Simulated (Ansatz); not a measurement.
# NO2 (nitrogen dioxide) at 6 levels

Wanted: a comparison of 6 runs (U-wB97M-V/STO-3G, UB3LYP/STO-3G, UCAM-B3LYP/STO-3G, USVWN5/STO-3G, UMP2/STO-3G, UCCSDTQ/STO-3G) of NO2 (nitrogen dioxide). 

The calculation is run with Ansatz 0.2.0.

42 further runs of the same task are left out: 8 that didn't finish, 34 set aside as unsound or not needed.

## Step 1: The molecule

The species is NO2 (3 atoms), meant as a doublet with charge 0. SMILES: `[O]N=O`. The O3–N2 distance was set to 1.476 Å, away from the relaxed value.

Bond lengths: O1–N2 1.181 Å, N2–O3 1.476 Å. Angles: O1–N2–O3 137.9°.

## Step 2: The energy at U-wB97M-V/STO-3G (run 1)

The input, input.yaml:

```yaml
basis:
  gaussian:
    orbitals: STO-3G
crystal:
  periodic: [false, false, false]
  atoms:
    - {symbol: O, position_ang: [0.128164, -1.369738, -0.074191]}
    - {symbol: "N", position_ang: [-0.321406, -0.285728, -0.205541]}
    - {symbol: O, position_ang: [0.046180, 1.100790, 0.141070]}
magnetization:
  spin_polarized: true
  initial_magnetization: 1
hamiltonian:
  xc: {name: wB97M-V}
accuracy: high
```

Command:

```sh
$ ansatz run input.yaml --threads 1 --pin off --max-ram 2610MiB --events-out events.jsonl --progress --plain --runs-dir runs
```

The log of the run:

```text
Warning: RAYON_NUM_THREADS=1 ignored (pool sized by the plan → 1); use --threads N
Functional definition: wB97M-V
  name "wB97M-V"
  parameter omega = 0.3/bohr
  parameter cx = 0.15
  parameter cx01 = 1.007
  parameter cx10 = 0.259
  parameter css00 = 0.443
  parameter css04 = -1.437
  parameter css10 = -4.535
  parameter css20 = -3.390
  parameter css43 = 4.278
  parameter cos00 = 1.000
  parameter cos10 = 1.358
  parameter cos20 = 2.924
  parameter cos21 = -8.812
  parameter cos60 = -1.390
  parameter cos61 = 9.142
  parameter b = 6.0
  parameter c = 0.01
  gx(w, u) = 1 - cx + cx01*u + cx10*w
  gss(w, u) = css00 + css04*u^4 + css10*w + css20*w^2 + css43*w^4*u^3
  gos(w, u) = cos00 + cos10*w + (cos20 + cos21*u)*w^2 + (cos60 + cos61*u)*w^6
  exchange = spin_sum(e_x_unif_sr(omega)*gx(b97_w, b97_u_x)) + cx*exact_x_sr(omega) + exact_x_lr(omega)
  correlation = spin_sum(e_c_pw_mod_same_spin*gss(b97_w, b97_u_same))
      + integral(e_c_pw_mod_opposite_spin*gos(b97_w_opposite, b97_u_opposite)) + vv10(b, c)
250 factors; integrals over basis functions are off by at most 3.5e-8 eV
114 factors; integrals over basis functions are off by at most 5.8e-10 eV
mean field evaluation 1: about -5497.9304 eV, gradient 2.8e1 eV
mean field evaluation 2: about -5465.4854 eV, gradient 8.0e1 eV
mean field evaluation 4: about -5503.3083 eV, gradient 2.5e0 eV
mean field evaluation 8: about -5503.4042 eV, gradient 2.2e-1 eV
mean field evaluation 16: about -5503.3855 eV, gradient 1.2e-2 eV
mean field evaluation 32: about -5503.3855 eV, gradient 1.1e-7 eV
mean field -5503.38550676 eV, -202.2456870449 hartree, gradient 3.8e-8 eV, S^2 0.768262; 5 other end points of the search recorded, 0 dependent functions left out
reference -5503.38550763 eV, -202.2456870766 hartree; 12, 11 occupied and 3, 4 virtual orbitals, 250 factors
Total energy: -5503.38550763 eV, -202.2456870766 hartree
```

It took 21 s on 1 thread of Arm Neoverse V1, shared host; peak memory 0.35 GiB.

## Step 3: A single-point energy at UB3LYP/STO-3G (run 2)

The input, run.yaml:

```yaml
crystal:
  periodic: [false, false, false]
  atoms:
    - {symbol: O, position_ang: [0.128164, -1.369738, -0.074191]}
    - {symbol: "N", position_ang: [-0.321406, -0.285728, -0.205541]}
    - {symbol: O, position_ang: [0.046180, 1.100790, 0.141070]}
basis:
  gaussian:
    orbitals: STO-3G
magnetization:
  spin_polarized: true
  initial_magnetization: 1
hamiltonian:
  xc: {name: B3LYP}
accuracy: high
```

Command:

```sh
$ ansatz run run.yaml --threads 1 --pin off --max-ram 2610MiB --events-out events.jsonl --progress --plain --runs-dir runs
```

The log of the run:

```text
Warning: RAYON_NUM_THREADS=1 ignored (pool sized by the plan → 1); use --threads N
Functional definition: B3LYP
  name "B3LYP"
  parameter a0 = 0.2
  parameter ax = 0.72
  parameter ac = 0.81
  exchange = (1 - a0 - ax)*slater_x + ax*b88_x + a0*exact_x
  correlation = (1 - ac)*vwn_rpa_c + ac*lyp_c
250 factors; integrals over basis functions are off by at most 3.5e-8 eV
mean field evaluation 1: about -5498.8133 eV, gradient 2.5e1 eV
mean field evaluation 2: about -5427.8045 eV, gradient 9.0e1 eV
mean field evaluation 4: about -5502.3632 eV, gradient 1.1e1 eV
mean field evaluation 8: about -5503.0836 eV, gradient 2.0e-1 eV
mean field evaluation 16: about -5503.0855 eV, gradient 4.3e-4 eV
mean field evaluation 32: about -5502.0446 eV, gradient 5.5e0 eV
mean field -5503.08548399 eV, -202.2346614113 hartree, gradient 8.7e-8 eV, S^2 0.767047; 4 other end points of the search recorded, 0 dependent functions left out
reference -5503.08549987 eV, -202.2346619948 hartree; 12, 11 occupied and 3, 4 virtual orbitals, 250 factors
Total energy: -5503.08549987 eV, -202.2346619948 hartree
```

Run time: 1.4 s. Hardware: 1 thread of Arm Neoverse V1, shared host; peak memory 0.11 GiB.

Runs 3 to 5 aren't shown in full; the table further down has their settings and results.

## Step 4: The energy at UCCSDTQ/STO-3G (run 6)

The input, molecule.yaml:

```yaml
crystal:
  periodic: [false, false, false]
  atoms:
    - {symbol: O, position_ang: [0.128164, -1.369738, -0.074191]}
    - {symbol: N, position_ang: [-0.321406, -0.285728, -0.205541]}
    - {symbol: O, position_ang: [0.046180, 1.100790, 0.141070]}
basis:
  gaussian: {orbitals: STO-3G}
magnetization: {spin_polarized: true, initial_magnetization: 1}
correlation: {method: ccsdtq, frozen_orbitals: {"N": 1, O: 1}}
accuracy: high
scf: {omitted_lower_state_checks: [cluster_reference, increment]}
```

Command:

```sh
$ ansatz run molecule.yaml --threads 1 --pin off --max-ram 2610MiB --events-out events.jsonl --progress --plain --runs-dir runs
```

The log of the run:

```text
Warning: RAYON_NUM_THREADS=1 ignored (pool sized by the plan → 1); use --threads N
[... 25 lines left out ...]
3 core orbitals not correlated: weight in the atoms' cores, before any rotation towards them, 1.000 or more for the frozen orbitals, at most 0.000 for the correlated occupied ones
[... 70 lines left out ...]
Total energy: -5483.01443661 eV, -201.4970640246 hartree
Checks for a lower state left out: cluster_reference, increment
```

Wall time 87 s (1 thread of Arm Neoverse V1, shared host); peak memory 0.5 GiB.

## Step 5: Overview of the runs

```csv
run,level,frozen core orbitals,energy (Eh),⟨S²⟩,wall time
1,U-wB97M-V/STO-3G,–,-202.245687,0.768,21 s
2,UB3LYP/STO-3G,–,-202.234662,0.767,1.4 s
3,UCAM-B3LYP/STO-3G,–,-202.142361,0.777,2.1 s
4,USVWN5/STO-3G,–,-200.749347,0.754,1.2 s
5,UMP2/STO-3G,3,-201.403903,1.632,1.1 s
6,UCCSDTQ/STO-3G,3,-201.497064,1.632,87 s
```

## Step 6: Summary of results

| quantity | value |
| --- | --- |
| run 6: total energy | -201.49706 Eh |
| run 6: correlation energy (3 core orbitals frozen) | -211.2 mEh |
| run 6: ⟨S²⟩ of the reference determinant | 1.632 |
| run 6: T1 diagnostic | 0.152 |

Totals of different functionals can't be ranked against each other. In runs 1, 2, 3, 4, 5, 6 the basis is minimal, so the values are rough. Spin contamination of the reference: run 5 ⟨S²⟩ = 1.63, run 6 ⟨S²⟩ = 1.63. Where it is this large, the reference is a mixture of spin states, and values that rest on it are in doubt. All runs together took 1.9 min, the longest 87 s.
